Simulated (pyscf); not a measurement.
HN=B–OH + H₂ → HB=NH + H₂O, a four-centre exchange (singlet surface; B–O, H–H broken, B–H, H–O formed). Structures and frequencies: ωB97X-D3(BJ)/def2-SVP in PySCF. Energies in kcal/mol from the separated reactants.

Small-basis levels: PySCF, no dispersion term, spherical d functions. AM1 to PM7: differences of heats of formation from MOPAC, which are fitted to 298 K values and so differ in kind from electronic energies by zero-point and thermal terms. Cost: rough CPU time at the saddle relative to B3LYP/6-31G*, from one job on a shared machine.

```csv
level,barrier,reaction energy,cost
HF/6-31G*,73.6,+14.4,0.1
SVWN5/6-31G*,34.9,+21.7,0.9
BP86/6-31G*,46.6,+18.5,1
B3LYP/LANL2DZ,58.0,+14.8,0.8
B3LYP/6-31G*,54.2,+18.1,1
M06-2X/6-31G*,55.2,+18.9,2
PBE/def2-SVP,39.9,+18.1,2
B3LYP/def2-SVP,49.3,+17.6,1
PM7,76.2,+47.3,under 0.02
ωB97M-D3(BJ)/def2-TZVP,50.2,+12.7,–
```

Against the last row the barrier runs from -15.3 (SVWN5/6-31G*) to +26.0 kcal/mol (PM7). ωB97M-D3(BJ)/def2-TZVP has limits of its own. On the product side the descent ends in an adduct with a B–O contact, 1.1 kcal/mol over the separated species and 37.0 kcal/mol under the saddle at ωB97X-D3(BJ)/def2-TZVP. What is counted as broken (B–O) persists as a longer contact in the product adduct; parting that adduct is a step of its own. HN=B–OH lies 22.0 kcal/mol over its isomer H₂N–B=O (electronic energy, ωB97M-D3(BJ)/def2-TZVP). One saddle was located; it need not be the lowest between these sides.
